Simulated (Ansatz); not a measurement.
W, bcc: geometry optimisation

Level of theory: DFT, revPBE, plane waves (420 eV) with PAW, scalar-relativistic in Ansatz 0.2.0. (PAW data from PBE, frozen cores regenerated.)

k-point mesh 14×14×14, Fermi-Dirac smearing 0.1 eV, no spin polarisation. Cell and atoms relax.

Starting structure:

```
W
1.0
    -1.58234    1.58234    1.58234
     1.58234   -1.58234    1.58234
     1.58234    1.58234   -1.58234
W
1
Cartesian
  0.0000 0.0000 0.0000
```

Task: What cell does the relaxation end in?

Result: Im-3m with a = 3.194 Å; 16.29 Å³ per atom against 15.85 at the start (2.8 %).

Task: How much energy does the relaxation gain?

Result: 11.5 meV per atom.
